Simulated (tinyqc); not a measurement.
UKS/LDA (VWN5) in the sto-3g basis, for OH+, spin multiplicity 3, step by step (part 2 of 2). Computed by tinyqc, a small Python program that keeps every step (integrals from PySCF). Command: `OMP_NUM_THREADS=1 python tinyqc.py 29872 29873 out.jsonl` (the two numbers bound the seeds that draw the settings). One thread of a shared host (Intel(R) Xeon(R) Processor @ 2.60GHz), about 1 s of CPU time with the checks.

Geometry (angstrom):
```
atom       x       y       z
O     0.0000  0.0000  0.0000
H     0.0000  0.0000  1.3180
```

## Iteration 8 (converged): orbitals

converged F(alpha) (hartree), lower triangle:
```
           1O 1s    1O 2s   1O 2px   1O 2py   1O 2pz    2H 1s
1O 1s   -19.1486
1O 2s    -4.9622  -2.5838
1O 2px    0.0000   0.0000  -0.7990
1O 2py    0.0000   0.0000   0.0000  -0.7990
1O 2pz   -0.0096  -0.0771   0.0000   0.0000  -0.7821
2H 1s    -0.4899  -0.5512   0.0000   0.0000  -0.3522  -0.6552
```

converged F(beta) (hartree), lower triangle:
```
           1O 1s    1O 2s   1O 2px   1O 2py   1O 2pz    2H 1s
1O 1s   -19.1107
1O 2s    -4.9338  -2.4446
1O 2px    0.0000   0.0000  -0.6332
1O 2py    0.0000   0.0000   0.0000  -0.6332
1O 2pz   -0.0088  -0.0740   0.0000   0.0000  -0.6949
2H 1s    -0.4873  -0.5333   0.0000   0.0000  -0.3463  -0.6761
```

X, lower triangle:
```
          1O 1s    1O 2s  1O 2px  1O 2py   1O 2pz   2H 1s
1O 1s    1.0224
1O 2s   -0.1265   1.0547
1O 2px   0.0000   0.0000  1.0000
1O 2py   0.0000   0.0000  0.0000  1.0000
1O 2pz  -0.0035   0.0303  0.0000  0.0000   1.0280
2H 1s    0.0151  -0.1533  0.0000  0.0000  -0.1422  1.0597
```

Diagonalise F' = X^T F X, C = X C', fill 5 alpha and 3 beta electrons from the bottom; D(s) = C_occ C_occ^T. Each column has its largest component positive (the first on a tie).

F' = X^T F X (alpha) (hartree), lower triangle:
```
          1        2        3        4        5        6
1  -18.7875
2   -2.5484  -1.7149
3    0.0000   0.0000  -0.7990
4    0.0000   0.0000   0.0000  -0.7990
5   -0.0170  -0.0416   0.0000   0.0000  -0.7389
6   -0.0223  -0.1804   0.0000   0.0000  -0.1842  -0.5274
```

orbital energies (alpha) (hartree): MO1 -19.1599, MO2 -1.3878, MO3 -0.8195, MO4 -0.7990, MO5 -0.7990, MO6 -0.4015

coefficients C (alpha):
```
            MO1      MO2      MO3      MO4     MO5      MO6
1O 1s    0.9934  -0.2619   0.0581   0.0000  0.0000   0.0525
1O 2s    0.0269   0.9967  -0.2607   0.0000  0.0000  -0.3013
1O 2px   0.0000   0.0000   0.0000  -0.1025  0.9947   0.0000
1O 2py   0.0000   0.0000   0.0000   0.9947  0.1025   0.0000
1O 2pz   0.0018   0.1221   0.8363   0.0000  0.0000  -0.6030
2H 1s   -0.0047   0.0702   0.3614   0.0000  0.0000   1.0155
```

F' = X^T F X (beta) (hartree), lower triangle:
```
          1        2        3        4        5        6
1  -18.7530
2   -2.5406  -1.5729
3    0.0000   0.0000  -0.6332
4    0.0000   0.0000   0.0000  -0.6332
5   -0.0166  -0.0354   0.0000   0.0000  -0.6487
6   -0.0235  -0.1791   0.0000   0.0000  -0.1874  -0.5534
```

orbital energies (beta) (hartree): MO1 -19.1210, MO2 -1.2590, MO3 -0.7581, MO4 -0.6332, MO5 -0.6332, MO6 -0.3899

coefficients C (beta):
```
            MO1      MO2      MO3     MO4      MO5      MO6
1O 1s    0.9938  -0.2564   0.0738  0.0000   0.0000   0.0535
1O 2s    0.0256   0.9750  -0.3334  0.0000   0.0000  -0.3006
1O 2px   0.0000   0.0000   0.0000  0.0455   0.9990   0.0000
1O 2py   0.0000   0.0000   0.0000  0.9990  -0.0455   0.0000
1O 2pz   0.0017   0.1284   0.7533  0.0000   0.0000  -0.7028
2H 1s   -0.0044   0.1209   0.4765  0.0000   0.0000   0.9618
```

D(alpha) after iteration 8, lower triangle:
```
          1O 1s    1O 2s  1O 2px  1O 2py  1O 2pz   2H 1s
1O 1s    1.0589
1O 2s   -0.2494   1.0621
1O 2px   0.0000   0.0000  1.0000
1O 2py   0.0000   0.0000  0.0000  1.0000
1O 2pz   0.0184  -0.0963  0.0000  0.0000  0.7143
2H 1s   -0.0021  -0.0244  0.0000  0.0000  0.3108  0.1356
```

D(beta) after iteration 8, lower triangle:
```
          1O 1s    1O 2s  1O 2px  1O 2py  1O 2pz   2H 1s
1O 1s    1.0587
1O 2s   -0.2492   1.0625
1O 2px   0.0000   0.0000  0.0000
1O 2py   0.0000   0.0000  0.0000  0.0000
1O 2pz   0.0244  -0.1259  0.0000  0.0000  0.5840
2H 1s   -0.0002  -0.0412  0.0000  0.0000  0.3745  0.2417
```

Within a degenerate level the vectors are fixed only up to a rotation; this is one choice.

## Convergence

Stop when the energy changes by less than 1e-08 hartree and every element of the error matrix X^T (F D S - S D F) X (for each spin) is below 3e-05.

Course of the cycle:
```
iteration  E (hartree)     change  largest element of the error matrix
1           -73.362799          -                             2.02e-01
2           -73.456114  -9.33e-02                             3.65e-01
3           -73.699721  -2.44e-01                             2.74e-02
4           -73.701197  -1.48e-03                             2.38e-03
5           -73.701231  -3.43e-05                             6.71e-04
6           -73.701232  -9.98e-07                             9.37e-05
7           -73.701232  -1.57e-08                             2.70e-07
8           -73.701232  -2.98e-13                             5.51e-09
```

PySCF UKS in the same basis, fine grid, after a stability check = -73.701244 hartree

Converged in 8 iterations. The coarse grid moves the energy by +1.21e-05 hartree.

## Populations, bond orders and dipole

overlap S, lower triangle:
```
         1O 1s   1O 2s  1O 2px  1O 2py  1O 2pz   2H 1s
1O 1s   1.0000
1O 2s   0.2367  1.0000
1O 2px  0.0000  0.0000  1.0000
1O 2py  0.0000  0.0000  0.0000  1.0000
1O 2pz  0.0000  0.0000  0.0000  0.0000  1.0000
2H 1s   0.0231  0.2727  0.0000  0.0000  0.2584  1.0000
```

Mulliken: Z minus the diagonal of D S on the atom; Loewdin: the same with S^(1/2) D S^(1/2); Mayer order: 2 sum_s sum (D(s) S)_ij (D(s) S)_ji over the two atoms.

Charges (e):
```
atom  Mulliken  Loewdin  Mulliken spin
1O      0.5364   0.5777         2.1180
2H      0.4636   0.4223        -0.1180
```

Mayer bond orders:
```
pair   order
2-1   0.7712
```

dipole moment about the origin, x y z (debye): 0.0000  0.0000  3.1972

<S^2> of the determinant (pure state: 2) = 2.0155
